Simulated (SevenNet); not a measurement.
hcp Sc

All values below come from the machine-learned potential SevenNet-l3i5 (trained on PBE and PBE+U data).

Cell (relaxed at this level):

```
CELL_PARAMETERS angstrom
      3.31456     0.00000     0.00000
     -1.65728     2.87049     0.00000
      0.00000     0.00000     5.19530
ATOMIC_POSITIONS crystal
  Sc 0.66667 0.33333 0.75000
  Sc 0.33333 0.66667 0.25000
```

```yaml
equilibrium_lattice_constant_a: 3.315 Å
lattice_parameter_c: 5.195 Å
equilibrium_volume_per_atom: 24.72 Å³/atom
```

Measured, for comparison: lattice constant a 3.309 Å, lattice parameter c 5.268 Å (293 K, no zero-point or thermal correction; as tabulated in Wikipedia's data pages). Computed (rounded) less measured: lattice constant a +0.2 %, lattice parameter c -1.4 %. A static lattice is as a rule a little smaller and stiffer than an uncorrected measurement, which narrows the difference in the lattice parameter c and would widen misses of the other sign.

A machine-learned potential is trained on density-functional data: it inherits that level's misses and adds fitting errors of its own.
